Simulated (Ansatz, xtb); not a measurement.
**Relative energy of two isomers of C2H3F**

Structure a: `C[C]F`, a singlet. Structure b: `C=CF`, a singlet. Both are isolated molecules in the gas phase, relaxed with PBE0-D3(BJ)/def2-SVP.

Quicker runs give these differences E(b) − E(a): GFN2-xTB −54.3 kcal/mol; HF/STO-3G −36.8 kcal/mol (at GFN2-xTB geometries); r2SCAN-D4/def2-SVP −54.9 kcal/mol (at GFN2-xTB geometries).

Estimate E(b) − E(a) at the level CCSD(T)/def2-TZVPP.

Calculated at CCSD(T)/def2-TZVPP: E(b) − E(a) = −52.8 kcal/mol, so structure b lies lower.

How the difference moves with the method:

| level | geometry | E(b) − E(a) (kcal/mol) | departure from the last row (kcal/mol) | job, with rough time for the two |
| --- | --- | --- | --- | --- |
| GFN2-xTB | GFN2-xTB | −54.3 | −1.5 | optimisation, 1.3 s |
| HF/STO-3G | GFN2-xTB | −36.8 | +16.0 | single point, 0.86 s |
| r2SCAN-D4/def2-SVP | GFN2-xTB | −54.9 | −2.1 | single point, 5.5 s |
| PBE0-D3(BJ)/def2-SVP | PBE0-D3(BJ)/def2-SVP | −54.8 | −2.1 | optimisation, 45 s |
| HF/def2-TZVPP | PBE0-D3(BJ)/def2-SVP | −47.1 | +5.7 | part of the CCSD(T) run |
| MP2/def2-TZVPP | PBE0-D3(BJ)/def2-SVP | −56.7 | −3.9 | part of the CCSD(T) run |
| CCSD(T)/def2-TZVPP | PBE0-D3(BJ)/def2-SVP | −52.8 |  | single point, 79 s |

As drawn, b has 1 C=C in place of 1 C–C.

None of the levels shown reverses the order. The largest departure from CCSD(T)/def2-TZVPP is that of HF/STO-3G, 16.0 kcal/mol.

With harmonic frequencies from PBE0-D3(BJ)/def2-SVP (ideal gas, rigid rotor, one conformer each, 298.15 K, 1 atm): the zero-point term adds +1.9 kcal/mol; ΔH is −51.3 and ΔG −50.2 kcal/mol.

The correlated steps freeze 3 core orbitals. Mirror images aren't counted in ΔG. Programs: Ansatz 0.2.0, xtb 6.7.1; the last row on 1 thread of AMD EPYC (Zen 3) on a shared host.
